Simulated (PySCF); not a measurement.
## propane: calculation against experiment

**The experiment to reproduce.**

NIST CCCBDB Release 22 (SRD 101), experimental dipoles lists, for the gas: dipole moment (microwave Stark effect) 0.084 D.

The runs below try to reproduce these values; the comparison stands at the end.

Propane, C₃H₈.
SMILES with atom numbers: `[CH3:1][CH2:2][CH3:3]` (hydrogens: H4, H5, H6 on C1; H7, H8 on C2; H9, H10, H11 on C3)

Cartesian coordinates in Å at the GFN2-xTB level; atoms count from 1:
```
atom  x, y, z in Å
C1    -1.2539    0.2548   -0.0718
C2    -0.0028   -0.4767    0.3988
C3     1.2574    0.1019   -0.2328
H4    -2.1442   -0.1682    0.3882
H5    -1.2000    1.3091    0.1915
H6    -1.3564    0.1779   -1.1524
H7     0.0722   -0.4047    1.4864
H8    -0.0836   -1.5354    0.1417
H9     1.2109    0.0226   -1.3168
H10    2.1398   -0.4314    0.1132
H11    1.3660    1.1526    0.0280
```

Runs made with PySCF (gas phase, on this GFN2-xTB geometry; no spin–orbit coupling):

```tsv
level	job	basis functions	wall time
PBE0/pcSseg-1	shieldings, charges and field gradients	91	4.8 s
B3LYP/pcJ-1	spin–spin couplings from 11 perturbed nuclei, spin–dipole term left out	161	7.5 s
```

Hardware: one thread, x86-64 server, shared host.

**Comparison with experiment**

**Dipole moment.** Measured: 0.084 D (NIST CCCBDB Release 22 (SRD 101), experimental dipoles).

| level | computed (D) | computed − measured (D) |
| --- | --- | --- |
| PBE0/pcSseg-1 | 0.067 | -0.017 |
| B3LYP/pcJ-1 | 0.083 | -0.001 |

Closest is B3LYP/pcJ-1 (-0.001 D), furthest PBE0/pcSseg-1 (-0.017 D); one molecule doesn't rank methods. The computed dipoles belong to one fixed geometry; measured ones are averaged over vibrations unless marked μe. Magnitudes are compared, not signs.

The geometry is computed, not the measured one. Where a level misses, the cause wasn't examined.
